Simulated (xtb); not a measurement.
C₂H₂F, doublet, at a GFN2-xTB geometry; GFN2-xTB (xtb).

Input for xtb:
```
$ xtb mol.xyz --gfn 2 --chrg 0 --uhf 1 --json

# file mol.xyz
5

C      0.01269615     0.41171885    -0.01137087
C      1.19873388    -0.11100266    -0.02785296
F     -1.19104254    -0.12604551     0.03401395
H      1.37985501    -1.18518672    -0.00369633
H      2.07094770     0.51529918    -0.06708620
```

Task: What does xtb print? Leave out banner, timings and long lists.

Result: 
```
   ID    Z sym.   atoms
    1    6 C      1, 2
    2    9 F      3
    3    1 H      4, 5

           -------------------------------------------------
          |                Calculation Setup                |
           -------------------------------------------------

           -------------------------------------------------
          |                 G F N 2 - x T B                 |
           -------------------------------------------------

          ...................................................
          :                      SETUP                      :
          :.................................................:
          :  # basis functions                  14          :
          :  # atomic orbitals                  14          :
          :  # shells                            8          :
          :  # electrons                        17          :
          :  max. iterations                   250          :
          :  Hamiltonian                  GFN2-xTB          :
          :  restarted?                      false          :
          :  GBSA solvation                  false          :
          :  PC potential                    false          :
          :  electronic temp.          300.0000000     K    :
          :  accuracy                    1.0000000          :
          :  -> integral cutoff          0.2500000E+02      :
          :  -> integral neglect         0.1000000E-07      :
          :  -> SCF convergence          0.1000000E-05 Eh   :
          :  -> wf. convergence          0.1000000E-03 e    :
          :  Broyden damping             0.4000000          :
          :  net charge                          0          :
          :  unpaired electrons                  1          :
          ...................................................

 iter      E             dE          RMSdq      gap      omega  full diag
   1     -9.9838754 -0.998388E+01  0.499E+00    3.55       0.0  T
   2     -9.9907337 -0.685835E-02  0.375E+00    3.98       1.0  T
   3     -9.9973422 -0.660851E-02  0.209E+00    3.62       1.0  T
   4    -10.0032797 -0.593745E-02  0.285E-01    3.78       1.0  T
   5    -10.0034393 -0.159585E-03  0.836E-02    3.75       1.0  T
   6    -10.0034566 -0.173684E-04  0.299E-02    3.76       1.5  T
   7    -10.0034568 -0.116794E-06  0.284E-03    3.76      15.7  T
   8    -10.0034568 -0.159218E-07  0.147E-03    3.76      30.5  T
   9    -10.0034568 -0.330830E-08  0.222E-04    3.76     201.7  T
  10    -10.0034568  0.191633E-10  0.102E-04    3.76     439.2  T

   *** convergence criteria satisfied after 10 iterations ***

         :::::::::::::::::::::::::::::::::::::::::::::::::::::
         ::                     SUMMARY                     ::
         :::::::::::::::::::::::::::::::::::::::::::::::::::::
         :: total energy              -9.893848669263 Eh    ::
         :: gradient norm              0.000067203844 Eh/a0 ::
         :: HOMO-LUMO gap              3.758272668572 eV    ::
         ::.................................................::
         :: SCC energy               -10.003456768232 Eh    ::
         :: -> isotropic ES            0.006505006347 Eh    ::
         :: -> anisotropic ES          0.000791928368 Eh    ::
         :: -> anisotropic XC          0.001333530911 Eh    ::
         :: -> dispersion             -0.001261102271 Eh    ::
         :: repulsion energy           0.109608098969 Eh    ::
         :: add. restraining           0.000000000000 Eh    ::
         :: total charge              -0.000000000000 e     ::
         :::::::::::::::::::::::::::::::::::::::::::::::::::::

           -------------------------------------------------
          |                Property Printout                |
           -------------------------------------------------

    * Orbital Energies and Occupations

         #    Occupation            Energy/Eh            Energy/eV
      -------------------------------------------------------------
         1        2.0000           -0.8372137             -22.7817
         2        2.0000           -0.6406107             -17.4319
         3        2.0000           -0.5874352             -15.9849
         4        2.0000           -0.5424168             -14.7599
         5        2.0000           -0.5421981             -14.7540
         6        2.0000           -0.5289899             -14.3945
         7        2.0000           -0.4920023             -13.3881
         8        2.0000           -0.4268174             -11.6143
         9        1.0000           -0.3506274              -9.5411 (HOMO)
        10                         -0.2125134              -5.7828 (LUMO)
        11                          0.0741198               2.0169
        12                          0.1617607               4.4017
        13                          0.3400712               9.2538
        14                          0.6778179              18.4444
      -------------------------------------------------------------
                  HL-Gap            0.1381140 Eh            3.7583 eV
             Fermi-level           -0.3351464 Eh           -9.1198 eV

     #   Z          covCN         q      C6AA      α(0)
     1   6 C        1.765     0.090    29.002     8.707
     2   6 C        2.832    -0.111    30.791     9.093
     3   9 F        0.785    -0.145    10.684     3.861
     4   1 H        0.925     0.088     1.900     2.155
     5   1 H        0.926     0.078     1.998     2.210

 Mol. C6AA /au·bohr⁶  :        285.152291
 Mol. C8AA /au·bohr⁸  :       6653.898160
 Mol. α(0) /au        :         26.027129

Wiberg/Mayer (AO) data.
largest (>0.10) Wiberg bond orders for each atom

 ---------------------------------------------------------------------------
     #   Z sym  total        # sym  WBO       # sym  WBO       # sym  WBO
 ---------------------------------------------------------------------------
     1   6 C    3.243 --     2 C    2.027     3 F    1.123
     2   6 C    3.976 --     1 C    2.027     5 H    0.956     4 H    0.892
     3   9 F    1.255 --     1 C    1.123
     4   1 H    0.983 --     2 C    0.892
     5   1 H    0.994 --     2 C    0.956
 ---------------------------------------------------------------------------

Topologies differ in total number of bonds
Writing topology from bond orders to xtbtopo.mol

molecular dipole:
                 x           y           z       tot (Debye)
 q only:        0.613       0.007      -0.016
   full:        0.644      -0.107      -0.014       1.661
molecular quadrupole (traceless):
                xx          xy          yy          xz          yz          zz
 q only:        0.214      -0.358       0.310      -0.009      -0.013      -0.524
  q+dip:        0.565      -1.280       0.729      -0.013      -0.021      -1.294
   full:       -0.101      -0.924       0.644       0.013      -0.008      -0.543

           -------------------------------------------------
          | TOTAL ENERGY               -9.893848669263 Eh   |
          | GRADIENT NORM               0.000067203844 Eh/α |
          | HOMO-LUMO GAP               3.758272668572 eV   |
           -------------------------------------------------

normal termination of xtb
```
